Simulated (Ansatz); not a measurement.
# CH5Al: the cost of one run

Method: RKS B3LYP-D4/def2-SVP, in Ansatz 0.2.0.

**1. The starting structure**

Bond lengths: Al1–H2 1.560 Å, Al1–H3 1.560 Å, Al1–C4 1.970 Å, C4–H5 1.110 Å, C4–H6 1.110 Å, C4–H7 1.110 Å. Angles: H2–Al1–H3 120.0°, H2–Al1–C4 120.0°, H3–Al1–C4 120.0°, Al1–C4–H5 109.5°, Al1–C4–H6 109.5°, Al1–C4–H7 109.5°, H5–C4–H6 109.4°, H5–C4–H7 109.4°, H6–C4–H7 109.4°.

Structure file:

```xyz
7

Al    0.0000    0.0000    0.0000
H     0.0000    0.0000    1.5600
H     1.3510    0.0000   -0.7800
C    -1.7060    0.0000   -0.9850
H    -2.2662   -0.9305   -0.7558
H    -2.3102    0.8797   -0.6796
H    -1.5043    0.0508   -2.0753
```

**2. Preparing the start**

The input, input.yaml:

```yaml
crystal:
  periodic: [false, false, false]
  atoms:
    - { symbol: Al, position_ang: [0.0, 0.0, 0.0] }
    - { symbol: H, position_ang: [0.0, 0.0, 1.56] }
    - { symbol: H, position_ang: [1.351, 0.0, -0.78] }
    - { symbol: C, position_ang: [-1.706, 0.0, -0.985] }
    - { symbol: H, position_ang: [-2.2662, -0.9305, -0.7558] }
    - { symbol: H, position_ang: [-2.3102, 0.8797, -0.6796] }
    - { symbol: H, position_ang: [-1.5043, 0.0508, -2.0753] }
basis:
  gaussian: { orbitals: def2-SVP }
hamiltonian:
  xc: b3lyp
  dispersion: d4
relax:
  f_tol: 0.02
  max_steps: 40
```

Started as:

```
$ ansatz run input.yaml --threads 1 --pin off --max-ram 2048MiB --backend cpu --events-out ev --progress --plain --runs-dir out
```

Q: Estimate wall time and peak memory on 1 thread of Arm Neoverse V1, shared host.

About 6.5 s, with a peak of 0.11 GiB.
